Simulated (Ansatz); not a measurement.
## C3H10NP (SMILES CP(C)(C)=N): methods side by side

C3H10NP: 15 atoms, total charge 0, spin state singlet. SMILES: `CP(C)(C)=N`. Geometry: relaxed at PBE0-D4/def2-TZVP.

```jsonl
{"atom": "C", "x (Å)": "-1.6174", "y (Å)": "0.1885", "z (Å)": "0.3170"}
{"atom": "P", "x (Å)": "0.1002", "y (Å)": "0.3415", "z (Å)": "-0.2671"}
{"atom": "C", "x (Å)": "1.0538", "y (Å)": "0.1521", "z (Å)": "1.2722"}
{"atom": "C", "x (Å)": "0.4079", "y (Å)": "-1.1754", "z (Å)": "-1.1855"}
{"atom": "N", "x (Å)": "0.4502", "y (Å)": "1.5379", "z (Å)": "-1.2003"}
{"atom": "H", "x (Å)": "-1.8604", "y (Å)": "1.0523", "z (Å)": "0.9397"}
{"atom": "H", "x (Å)": "-1.7789", "y (Å)": "-0.7227", "z (Å)": "0.8977"}
{"atom": "H", "x (Å)": "-2.2819", "y (Å)": "0.1922", "z (Å)": "-0.5486"}
{"atom": "H", "x (Å)": "0.8685", "y (Å)": "1.0156", "z (Å)": "1.9148"}
{"atom": "H", "x (Å)": "2.1163", "y (Å)": "0.1313", "z (Å)": "1.0241"}
{"atom": "H", "x (Å)": "0.7878", "y (Å)": "-0.7571", "z (Å)": "1.8163"}
{"atom": "H", "x (Å)": "0.1830", "y (Å)": "-2.0596", "z (Å)": "-0.5871"}
{"atom": "H", "x (Å)": "1.4553", "y (Å)": "-1.1925", "z (Å)": "-1.4889"}
{"atom": "H", "x (Å)": "-0.2113", "y (Å)": "-1.1709", "z (Å)": "-2.0833"}
{"atom": "H", "x (Å)": "0.3270", "y (Å)": "2.4669", "z (Å)": "-0.8212"}
```

Each level gives the vertical ionisation energy (to the doublet cation) (eV). The values are calculated.

```tsv
level	kind	program	value (eV)	CPU time (all runs)
SVWN5/6-31G* (spherical functions)	LDA	Ansatz	8.10	17 s
PBE/6-31G* (spherical functions)	GGA	Ansatz	7.86	32 s
r2SCAN/6-31G* (spherical functions)	meta-GGA	Ansatz	7.84	56 s
CAM-B3LYP/6-31G* (spherical functions)	range-separated hybrid	Ansatz	7.91	38 s
HSE06/6-31G* (spherical functions)	range-separated hybrid	Ansatz	7.87	34 s
wB97M-V/6-31G* (spherical functions)	range-separated hybrid	Ansatz	7.96	5.3 min
RPA@PBE0/6-31G* (spherical functions)	RPA	Ansatz	7.69	50 s
MP2/6-31G* (spherical functions)	perturbation theory	Ansatz	7.88	13 s
```

The values span 7.69 to 8.10 eV. Times are those of the runs behind each value, whatever else they computed, on shared processors of several kinds: orders of magnitude only.
